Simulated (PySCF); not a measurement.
The first ionisation energy along the second row

All values are computed (PySCF 2.14, energy differences of UHF-based or UKS calculations, no spin-orbit coupling). Values in eV. The last column holds reference values (NIST; (s) semi-empirical, (t) theoretical, else measured). Unmarked ones compare directly (S terms, centres of terms, or small fine structure); those marked * lie between the lowest fine-structure levels and include a spin-orbit shift.

```csv
element,configurations,UHF,MP2 (valence),SCS-MP2 (valence),CCSD (valence),CCSD(T) (valence),reference
"Li (pcseg-2, non-relativistic)",[He] 2s1 → 1s2,5.337,n/a,n/a,n/a,n/a,5.392
"Be (pcseg-2, non-relativistic)",[He] 2s2 → [He] 2s1,8.022,8.674,8.805,9.171,9.171,9.323
"B (pcseg-2, non-relativistic)",[He] 2s2 2p1 → [He] 2s2,8.011,8.205,8.175,8.104,8.136,8.297
"C (pcseg-2, non-relativistic)",[He] 2s2 2p2 → [He] 2s2 2p1,10.788,11.207,11.081,11.103,11.124,11.262
"N (pcseg-2, non-relativistic)",[He] 2s2 2p3 → [He] 2s2 2p2,13.896,14.556,14.305,14.415,14.431,14.545
"F (pcseg-2, non-relativistic)",[He] 2s2 2p5 → [He] 2s2 2p4,15.685,17.254,17.236,17.157,17.201,17.427
"Ne (pcseg-2, non-relativistic)",[Ne] → [He] 2s2 2p5,19.704,21.612,21.464,21.354,21.406,21.597
```

**Question.** Which of these methods has the smallest mean absolute error against the measured values here?

**Answer.** CCSD(T) (valence), with 0.163 eV.

```tsv
method	elements	mean error (eV)	mean absolute error (eV)	largest error (eV)
UHF	7	-0.914	0.914	-1.893
MP2 (valence)	6	-0.157	0.166	-0.648
SCS-MP2 (valence)	6	-0.231	0.231	-0.518
CCSD (valence)	6	-0.191	0.191	-0.270
CCSD(T) (valence)	6	-0.163	0.163	-0.226
```

Errors include the incompleteness of the basis and the frozen core.

"Valence" correlates the outer s and p shells and, in groups 3 to 12 and the f block, the outer d or f shell, open or full, or the next shell where the ion has no valence electron left; the wider scheme adds the next inner shell.
